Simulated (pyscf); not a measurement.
This saddle point was located with ωB97X-D3(BJ)/def2-SVP in PySCF.

```xyz
11

O     -1.4594    -1.8585    -0.0503
Ga    -1.9069    -0.2467     0.5879
H     -1.1947    -1.8978    -0.9742
H     -2.7281     0.7197    -0.6640
H     -2.5863    -0.0321     1.9562
C     -0.3916     1.2140     0.1484
C     -0.3270     2.3769     0.8140
H     -1.7062     1.0847    -0.4804
H      0.5027     0.8580    -0.3825
H      0.5856     2.9843     0.8730
H     -1.2053     2.7837     1.3342
```

Surface: singlet, charge 0. Lowest wavenumbers (cm⁻¹): 1481i, 91, 114, 136, 226.

**Question.** Name the species on either side of this saddle.

**Answer.** HO–GaH₂ + ethylene (H₂C=CH₂) <-> H₂C=CH–GaH–OH + hydrogen (H₂), a four-centre exchange read from left to right: Ga–H, C–H broken and C–Ga, H–H formed. At ωB97M-D3(BJ)/def2-TZVP it lies +43.5 kcal/mol from the left side and +37.6 kcal/mol from the right (each side as separated species at their lowest minima found). On the reactant side the descent ends in a bound adduct (not fully relaxed), 9.8 kcal/mol under the separated species and 51.0 kcal/mol under the saddle at ωB97X-D3(BJ)/def2-TZVP. At the saddle there is also a short Ga–H contact that neither side keeps. At ωB97X-D3(BJ)/def2-TZVP the barrier from the zero used here is 41.3 kcal/mol. This is the saddle that the search found; another between the same sides may lie lower. Elements up to Kr have no core potential and no relativistic terms here.
